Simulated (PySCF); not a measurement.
A side-by-side comparison of computed properties.

First species: C₆H₁₀.
SMILES: `C=C(C)/C=C\C`

Second species: 1-hexyne, C6H10.
Structure used (PBE0-D3(BJ)/def2-SVP), in Å, numbered top down from 1:
```xyz
16
C6H10 angstrom
C      3.5089    0.9988   -0.0988
C      2.5330    0.2880   -0.0030
C      1.3409   -0.5420    0.1108
C      0.0340    0.2489    0.0209
C     -1.1989   -0.6346    0.1440
C     -2.5023    0.1428    0.0585
H      4.3759    1.6268   -0.1832
H      1.3765   -1.0925    1.0675
H      1.3630   -1.3127   -0.6798
H      0.0097    0.7967   -0.9364
H      0.0247    1.0190    0.8110
H     -1.1734   -1.4057   -0.6464
H     -1.1566   -1.1861    1.1001
H     -2.5722    0.8945    0.8611
H     -2.5857    0.6784   -0.9006
H     -3.3763   -0.5199    0.1465
```

Levels: wB97X-D/def2-SVPD for dipole moment, HOMO energy, LUMO energy, HOMO–LUMO gap, static isotropic polarisability and electronic spatial extent ⟨r²⟩ about the centre of nuclear charge; TDDFT wB97X-D/def2-SVPD for lowest singlet excitation; TDA wB97X-D/def2-SVPD for lowest triplet excitation (Tamm–Dancoff); ΔSCF wB97X-D/def2-SVPD for vertical ionisation energy; PBE0-D3(BJ)/def2-SVP for rotational constant A and rotational constant C. Geometries: PBE0-D3(BJ)/def2-SVP. Each structure is a single optimised conformer of the isolated species, non-relativistic unless stated. Electronic properties by PySCF.

The conformers computed, where there is a choice (atom-mapped SMILES and torsion angles):
- `[CH2:1]=[C:2]([CH3:3])/[CH:4]=[CH:5]\[CH3:6]`: C1–C2–C4–C5 179°
- `[CH:1]#[C:2][CH2:3][CH2:4][CH2:5][CH3:6]`: C2–C3–C4–C5 180°, C3–C4–C5–C6 180°

Question: Which of the two has the higher dipole moment, and by how much?

Answer: The second: 0.93 D against 0.74 D, a difference of 0.19 D.

Question: Which of the two has the higher rotational constant A, and by how much?

Answer: The second: 14.961 GHz against 6.657 GHz, a difference of 8.304 GHz.

Question: Which has the higher vertical ionisation energy?

Answer: The second: 10.01 eV against 8.27 eV, a difference of 1.74 eV.

Question: Which has the higher LUMO energy?

Answer: The second: 2.33 eV against 1.07 eV, a difference of 1.26 eV.

Question: Which has the higher HOMO energy?

Answer: The first: -8.12 eV against -9.53 eV, a difference of 1.41 eV.

Question: Which has the higher rotational constant C?

Answer: The first: 1.796 GHz against 1.251 GHz, a difference of 0.545 GHz.

Question: Which has the higher ⟨r²⟩?

Answer: The second: 950 bohr² against 714 bohr², a difference of 236 bohr².

Question: Which of the two has the higher static isotropic polarisability, and by how much?

Answer: The first: 79.5 au against 73.0 au, a difference of 6.5 au.

On the first: No computed singlet falls in the visible range (750 to 380 nm, 1.65 to 3.26 eV); S1 lies 2.35 eV above its blue end. The dipole equals about 2.5 × 10⁻³⁰ C·m (1 D = 3.33564 × 10⁻³⁰ C·m).

On the second: The 10 singlets span 6.61 to 9.11 eV, and their oscillator strengths add up to 0.36. No computed singlet falls in the visible range (750 to 380 nm, 1.65 to 3.26 eV); S1 lies 3.35 eV above its blue end.
